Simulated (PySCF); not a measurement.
Compound: C5H7N.
Numbering: `[H]/[N:6]=[CH:5]/[CH:4]=[CH:3]\[CH:2]=[CH2:1]` (hydrogens: H7, H8 on C1; H9 on C2; H10 on C3; H11 on C4; H12 on C5; H13 on N6)

The same species was optimised twice, with GFN2-xTB and with PBE0-D3(BJ)/def2-SVP (PySCF), and the same property calculations (PySCF, gas phase) were run on both structures.

```csv
coordinate,GFN2-xTB,PBE0-D3(BJ)/def2-SVP,change
C4–C5 (Å),1.444,1.456,+0.012
C5=N6 (Å),1.265,1.276,+0.011
C1=C2 (Å),1.332,1.342,+0.010
C2–C3 (Å),1.441,1.451,+0.010
C3=C4 (Å),1.345,1.352,+0.007
C4–C5–N6 (°),119.0,120.5,+1.5
C3–C4–C5 (°),126.6,126.2,-0.4
C1–C2–C3 (°),122.9,123.2,+0.3
C2–C3–C4 (°),127.0,127.2,+0.2
C1–C2–C3–C4 (°),180,180,0
C3–C4–C5–N6 (°),180,180,0
```

Rotational constants: A = 15746, B = 1604, C = 1456 MHz (GFN2-xTB) against A = 15177, B = 1585, C = 1435 MHz (PBE0-D3(BJ)/def2-SVP). Point groups within 0.08 Å: Cs and Cs.

On the GFN2-xTB structure: lowest singlet, TDDFT (eV) 4.52 [CAM-B3LYP/def2-SVPD]; lowest triplet, Tamm–Dancoff (eV) 2.75 [CAM-B3LYP/def2-SVPD]; isotropic polarisability (au) 79.8 [CAM-B3LYP/def2-SVPD]; HOMO (eV) -8.07 [CAM-B3LYP/def2-SVPD]; LUMO (eV) -0.69 [CAM-B3LYP/def2-SVPD]; dipole (D) 2.35 [CAM-B3LYP/def2-SVPD]; HOMO (eV) -6.85 [PBE0/pcSseg-1]; LUMO (eV) -1.71 [PBE0/pcSseg-1]; dipole (D) 2.26 [PBE0/pcSseg-1]; GIAO shielding of C1 (ppm) 57.3 [PBE0/pcSseg-1]; GIAO shielding of C2 (ppm) 47.5 [PBE0/pcSseg-1]; GIAO shielding of C3 (ppm) 39.9 [PBE0/pcSseg-1]; GIAO shielding of C4 (ppm) 45.4 [PBE0/pcSseg-1]; GIAO shielding of C5 (ppm) 19.0 [PBE0/pcSseg-1]; GIAO shielding of N6 (ppm) -112.3 [PBE0/pcSseg-1].

**Question.** What do these properties become on the PBE0-D3(BJ)/def2-SVP structure?

**Answer.** 
```
                                    property                level  on GFN2-xTB  on PBE0-D3(BJ)/def2-SVP  change
                  lowest singlet, TDDFT (eV)  CAM-B3LYP/def2-SVPD         4.52                     4.65   +0.13
           lowest triplet, Tamm–Dancoff (eV)  CAM-B3LYP/def2-SVPD         2.75                     2.70   -0.05
               isotropic polarisability (au)  CAM-B3LYP/def2-SVPD         79.8                     80.9    +1.1
                                   HOMO (eV)  CAM-B3LYP/def2-SVPD        -8.07                    -8.09   -0.02
                                   LUMO (eV)  CAM-B3LYP/def2-SVPD        -0.69                    -0.76   -0.07
                                  dipole (D)  CAM-B3LYP/def2-SVPD         2.35                     2.52   +0.17
energy, GFN2-xTB geometry as zero (kcal/mol)  CAM-B3LYP/def2-SVPD          0.0                     -0.8    -0.8
                                   HOMO (eV)        PBE0/pcSseg-1        -6.85                    -6.88   -0.03
                                   LUMO (eV)        PBE0/pcSseg-1        -1.71                    -1.78   -0.07
                                  dipole (D)        PBE0/pcSseg-1         2.26                     2.43   +0.17
energy, GFN2-xTB geometry as zero (kcal/mol)        PBE0/pcSseg-1          0.0                     -0.7    -0.7
                  GIAO shielding of C1 (ppm)        PBE0/pcSseg-1         57.3                     54.0    -3.3
                  GIAO shielding of C2 (ppm)        PBE0/pcSseg-1         47.5                     45.5    -2.0
                  GIAO shielding of C3 (ppm)        PBE0/pcSseg-1         39.9                     38.1    -1.8
                  GIAO shielding of C4 (ppm)        PBE0/pcSseg-1         45.4                     44.4    -1.0
                  GIAO shielding of C5 (ppm)        PBE0/pcSseg-1         19.0                     14.1    -4.9
                  GIAO shielding of N6 (ppm)        PBE0/pcSseg-1       -112.3                   -110.2    +2.1
```

The heavy atoms differ by 0.020 Å rms after alignment. Among bonds between heavy atoms C4–C5 and C5=N6 change most and about equally (+0.011 to +0.012 Å). Changes are differences of the printed values. Neither structure is proved a minimum here.

Conformer computed: `[H]/[N:6]=[CH:5]/[CH:4]=[CH:3]\[CH:2]=[CH2:1]`: C1–C2–C3–C4 180°, C3–C4–C5–N6 180°.
